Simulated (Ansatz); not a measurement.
Born–Oppenheimer molecular dynamics of CH₇B (9 atoms, charge 0, multiplicity 1). It starts at the highest image of a converged band, a first-order saddle point between two minima.

Method: RKS B3LYP-D4/def2-SVP (Ansatz).

```
ensemble                      : NVE (velocity Verlet)
time step                     : 0.5 fs
steps asked                   : 200
starting velocities drawn for : 300 K
seed                          : 4753
```

First frame:

```xyz
9
Properties=species:S:1:pos:R:3
B -0.043 -0.315 0.176
C -0.012 -0.011 1.928
H -0.969 -0.150 2.453
H 0.801 -0.464 2.517
H 0.190 1.066 1.862
H 1.052 -0.075 -0.262
H -1.063 0.157 -0.255
H -0.181 -1.592 0.050
H -0.125 -1.190 1.084
```

Q: What does the run give?

A: The run went to its last step.

```yaml
steps_done: 200
time_covered: 100 fs
mean_temperature_over_the_second_half: 997 K
spread_of_the_potential_energy_over_the_second_half: 3.3 meV per atom
mean_potential_energy_of_the_second_half_above_the_start: -70.0 meV per atom
```

The conserved energy stayed within 0.21 meV per atom of its start (net change 0.088 meV per atom), so the integration is sound. The kinetic energy rose, since the run started high on the potential surface and went downhill. It ends in pieces (BH3 + CH4), so much of that is their flight and rotation, not heat. A run of 0.1 ps of so small a system gives no equilibrium averages. The orbitals stay closed-shell, which can raise the energy where a bond breaks towards radicals; this wasn't checked here.

Q: What happens to the structure?

A: Between its relaxed ends the band would form B1–H8, C2–H9 and break B1–C2, H8–H9. These pairs go: B1–H8 1.29 → 1.23 Å, C2–H9 1.45 → 1.11 Å, B1–C2 1.78 → 5.43 Å, H8–H9 1.11 → 4.69 Å. In the last frame they stand as after the step (other bonds may differ from the relaxed reactants and products). Also parted: B1–H9 1.26 → 5.49 Å. It ends as BH3 + CH4. Pairs count as bonded within 1.25 times the sum of covalent radii (0.12 Å more for H–H). Another seed would give other details.

Q: How do temperature and energy run in time?

A: 
| time (fs) | T (K) | potential energy less start (eV) | conserved less start (meV/atom) |
| --- | --- | --- | --- |
| 0 | 300 | 0.000 | 0.00 |
| 5 | 166 | 0.122 | 0.08 |
| 10 | 181 | 0.109 | 0.12 |
| 15 | 410 | -0.098 | 0.13 |
| 20 | 627 | -0.295 | 0.10 |
| 25 | 765 | -0.420 | 0.11 |
| 30 | 918 | -0.558 | 0.14 |
| 35 | 913 | -0.553 | 0.18 |
| 40 | 1013 | -0.644 | 0.15 |
| 45 | 1076 | -0.702 | 0.09 |
| 50 | 1022 | -0.653 | 0.07 |
| 55 | 1085 | -0.709 | 0.06 |
| 60 | 1018 | -0.649 | 0.08 |
| 65 | 1002 | -0.635 | 0.07 |
| 70 | 1021 | -0.652 | 0.09 |
| 75 | 984 | -0.618 | 0.11 |
| 80 | 939 | -0.577 | 0.15 |
| 85 | 978 | -0.613 | 0.14 |
| 90 | 945 | -0.582 | 0.14 |
| 95 | 963 | -0.599 | 0.11 |
| 100 | 987 | -0.621 | 0.09 |

Run time: 4.5 min on 1 thread of Arm Neoverse V1 (shared host), peak memory 0.11 GiB.
